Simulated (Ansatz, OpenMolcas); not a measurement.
# Worked example: the enthalpy of formation of C3H4O (cyclopropanone)

The species is C3H4O (8 atoms), meant as a singlet with charge 0. As SMILES, `O=C1CC1`. Geometry: relaxed at PBE0-D4/def2-TZVP.

Total energies at PBE/6-311+G** (OpenMolcas 26.06); the atoms run unrestricted:

```tsv
species	state	energy (Eh)
C3H4O	singlet	-191.708326
O	triplet	-75.003376
C	triplet	-37.793750
H	doublet	-0.499619
```

Harmonic wavenumbers at PBE0-D4/def2-TZVP, in cm⁻¹: 319, 515, 620, 701, 751, 965, 1016, 1073, 1079, 1105, 1166, 1406, 1426, 1974, 3135, 3135, 3215, 3229.

Measured heats of formation of the gaseous atoms at 298.15 K, in kJ/mol: O 249.2, C 716.9, H 218.0. Spin-orbit lowering of the atoms at 298 K (mean of the ground term's levels less their thermal mean, from spectra), in kJ/mol: O 0.40, C 0.02. Take 1 Eh = 2625.50 kJ/mol, 1 cm⁻¹ = 0.0119627 kJ/mol, RT = 2.479 kJ/mol.

Q: What heat of formation follows?

A: 
1. Electronic atomisation energy: (-75.003376) + 3 × (-37.793750) + 4 × (-0.499619) − (-191.708326) = 1.325224 Eh = 3479.4 kJ/mol.
2. Zero-point energy: half the sum of the wavenumbers, 13415 cm⁻¹ = 160.5 kJ/mol.
3. Thermal vibrational enthalpy, Σ hcν̃/(exp(hcν̃/kT) − 1): 3.0 kJ/mol. Translation, rotation and pV of a non-linear molecule: 4 RT = 9.9 kJ/mol.
4. The 8 free atoms carry 5/2 RT each: 49.6 kJ/mol.
5. Spin-orbit coupling lowers the free atoms by 0.40 + 3 × 0.02 = 0.5 kJ/mol.
6. Atomisation enthalpy at 298 K: 3479.4 − 0.5 − 160.5 − 3.0 − 9.9 + 49.6 = 3355.1 kJ/mol.
7. Sum of the atoms' heats of formation: 3271.9 kJ/mol. Heat of formation: 3271.9 − 3355.1 = -83.2 kJ/mol.

No measured value is set beside it here. Anharmonicity and any spin-orbit splitting of the molecule are left out.
